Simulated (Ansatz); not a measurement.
Ansatz (an electronic-structure program) input (wB97M-V/def2-TZVPD):

Ansatz 0.2 input:
```yaml
crystal:
  periodic: [false, false, false]
  atoms:
    - {symbol: C, position_ang: [-0.02065591, -0.69117402, 0.00191644]}
    - {symbol: C, position_ang: [0.00318902, 0.79171158, -0.00228017]}
    - {symbol: H, position_ang: [0.99466639, -1.11708979, 0.00736434]}
    - {symbol: H, position_ang: [-0.52510368, -1.08729619, 0.88639995]}
    - {symbol: H, position_ang: [-0.51775387, -1.09242584, -0.88441419]}
    - {symbol: H, position_ang: [0.07265744, 1.34947244, 0.92131550]}
    - {symbol: H, position_ang: [0.08033507, 1.34411399, -0.92848321]}
basis:
  gaussian:
    orbitals: def2-TZVPD
hamiltonian:
  xc: {name: wB97M-V}
total_charge: 1
```

End of the output:

```
integrals: 0.03 GiB planned
603 factors; their error is unknown
integrals: 0.07 GiB planned
274 factors; integrals over basis functions are off by at most 4.9e-6 eV
mean field: 0.44 GiB planned
mean field evaluation 1: about -2139.8774 eV, gradient 4.8e1 eV
mean field evaluation 2: about -2142.6387 eV, gradient 3.0e1 eV
mean field evaluation 4: about -2144.7284 eV, gradient 9.1e-1 eV
mean field evaluation 8: about -2144.7042 eV, gradient 4.9e-1 eV
mean field evaluation 16: about -2144.7046 eV, gradient 1.5e-5 eV
mean field -2144.70458508 eV, -78.8164397689 hartree, gradient 1.5e-5 eV, S^2 0.000000; 0 other end points of the search recorded, 0 dependent functions left out
reference -2144.70462184 eV, -78.8164411198 hartree; 8, 8 occupied and 111, 111 virtual orbitals, 603 factors
Total energy: -2144.70462184 eV, -78.8164411198 hartree
```

This state (charge 1, singlet) is run at the relaxed geometry of the species with charge 0 and multiplicity 2.
